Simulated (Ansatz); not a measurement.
`NC=C=CF` and `C=C=CN` differ in one atom or group.

Ansatz, PBE0-D4/def2-TZVP geometries, multiplicity 1. Each molecule was computed in one conformer, which needn't be the lowest.

```csv
property,`NC=C=CF`
LUMO energy (PBE0/def2-TZVPP) / eV,0.16
HOMO energy (PBE/def2-TZVPP) / eV,-5.32
size of the dipole moment (B3LYP/def2-TZVPP) / D,2.82
HOMO energy (B3LYP/def2-TZVPP) / eV,-6.30
"ideal-gas entropy at 298 K and 1 bar (rigid rotor, harmonic PBE0-D4/def2-TZVP) / J/(mol·K)",309
HOMO–LUMO gap (PBE0/def2-TZVPP) / eV,6.65
```

Question: What does the change do to each property? (An estimate is asked.)

Answer: Ansatz gave: 
```
                                                                                  property  `C=C=CN`  shift
                                                        LUMO energy (PBE0/def2-TZVPP) / eV      0.12  -0.04
                                                         HOMO energy (PBE/def2-TZVPP) / eV     -4.84   0.48
                                          size of the dipole moment (B3LYP/def2-TZVPP) / D      1.37  -1.45
                                                       HOMO energy (B3LYP/def2-TZVPP) / eV     -5.82   0.48
ideal-gas entropy at 298 K and 1 bar (rigid rotor, harmonic PBE0-D4/def2-TZVP) / J/(mol·K)       286    -23
                                                      HOMO–LUMO gap (PBE0/def2-TZVPP) / eV      6.13  -0.52
```

Dipoles are sizes alone; their direction can turn.

B3LYP here is the variant with VWN-RPA as its local correlation; programs differ in this.
